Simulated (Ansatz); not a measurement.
# H4OSi: the cost of one run

Program: Ansatz 0.2.0. Level of theory: RKS r2SCANh/def2-SVP. These are calculated values, not measurements.

### Step 1. The starting structure

Bond lengths: Si1–O2 1.880 Å, O2–H3 1.010 Å, Si1–H4 1.660 Å, Si1–H5 1.459 Å, Si1–H6 1.459 Å. Angles: Si1–O2–H3 77.3°, O2–Si1–H4 45.4°, O2–Si1–H5 122.6°, O2–Si1–H6 122.6°, H4–Si1–H5 121.8°, H4–Si1–H6 121.8°, H5–Si1–H6 109.5°.

Structure file:

```xyz
6

Si    0.0000    0.0000    0.0000
O     1.0382    0.0000    1.5673
H     0.1287   -0.2814    1.9044
H     1.6290    0.0000    0.3193
H    -0.6877    1.1914   -0.4862
H    -0.6877   -1.1914   -0.4862
```

### Step 2. A restrained relaxation towards end A

Springs on the bonds that form and break draw the guess towards this end; the thresholds are loose.

File input.yaml:

```yaml
crystal:
  periodic: [false, false, false]
  atoms:
    - { symbol: Si, position_ang: [0.0, 0.0, 0.0] }
    - { symbol: O, position_ang: [1.0382, 0.0, 1.5673] }
    - { symbol: H, position_ang: [0.1287, -0.2814, 1.9044] }
    - { symbol: H, position_ang: [1.629, 0.0, 0.3193] }
    - { symbol: H, position_ang: [-0.6877, 1.1914, -0.4862] }
    - { symbol: H, position_ang: [-0.6877, -1.1914, -0.4862] }
basis:
  gaussian: { orbitals: def2-SVP }
hamiltonian:
  xc: r2scanh
relax:
  f_tol: 0.15
  max_steps: 25
  restrain:
    - { distance: [1, 3], at: 2.21, k: 30.0 }
    - { distance: [0, 1], at: 1.68, k: 30.0 }
    - { distance: [0, 3], at: 1.46, k: 30.0 }
```

The run is started by

```
$ ansatz run input.yaml --threads 1 --pin off --max-ram 2048MiB --backend cpu --events-out ev --progress --plain --runs-dir out
```

What time and memory should one allow on 1 thread of Arm Neoverse V2, shared host?

About 11 s, with a peak of 0.11 GiB.
